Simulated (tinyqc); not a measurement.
Extended Hueckel theory, for CH3-, step by step. The parameters take no account of the charge, which enters only through the electron count, and nothing here shows that the anion is bound. One step of it, computed by the program tinyqc.

Task: Orbitals. Solve H C = S C e through S^(-1/2); fill by pairs from the bottom, a degenerate level sharing its electrons equally; each orbital has its largest coefficient positive (the first on a tie).

H (eV), lower triangle:
```
             1C 2s      1C 2px      1C 2py      1C 2pz       2H 1s       3H 1s       4H 1s
1C 2s   -21.400000
1C 2px    0.000000  -11.400000
1C 2py    0.000000    0.000000  -11.400000
1C 2pz    0.000000    0.000000    0.000000  -11.400000
2H 1s   -14.553559   -9.672368    0.000000    1.106788  -13.600000
3H 1s   -14.562247    4.835551   -8.380337    1.107746   -3.226375  -13.600000
4H 1s   -14.562247    4.835551    8.380337    1.107746   -3.226375   -3.226901  -13.600000
```

overlap S, lower triangle:
```
           1C 2s     1C 2px     1C 2py     1C 2pz     2H 1s     3H 1s     4H 1s
1C 2s   1.000000
1C 2px  0.000000   1.000000
1C 2py  0.000000   0.000000   1.000000
1C 2pz  0.000000   0.000000   0.000000   1.000000
2H 1s   0.537080   0.513220   0.000000  -0.058727  1.000000
3H 1s   0.537401  -0.256577   0.444665  -0.058777  0.158156  1.000000
4H 1s   0.537401  -0.256577  -0.444665  -0.058777  0.158156  0.158181  1.000000
```

valence electrons = 8

Give: orbital energies; occupations; coefficients; sum of one-electron energies.

Result:

orbital energies (eV): -22.9075  -14.7240  -14.7232  -11.4349  3.3532  3.3789  21.1407

occupations: 2.0000  2.0000  2.0000  2.0000  0.0000  0.0000  0.0000

coefficients:
```
           MO1      MO2      MO3      MO4      MO5      MO6      MO7
1C 2s   0.7225   0.0000   0.0000   0.0672   0.0011   0.0000   1.5627
1C 2px  0.0000   0.0000   0.5002   0.0000   1.2783   0.0000  -0.0015
1C 2py  0.0000   0.5002   0.0000   0.0000   0.0000   1.2790   0.0000
1C 2pz  0.0100   0.0000   0.0000   0.9946  -0.0001   0.0000  -0.1852
2H 1s   0.1612   0.0000   0.5239  -0.0265  -1.1043   0.0000  -0.8534
3H 1s   0.1613   0.4535  -0.2618  -0.0265   0.5510  -0.9563  -0.8558
4H 1s   0.1613  -0.4535  -0.2618  -0.0265   0.5510   0.9563  -0.8558
```

sum of one-electron energies = -127.5792 eV
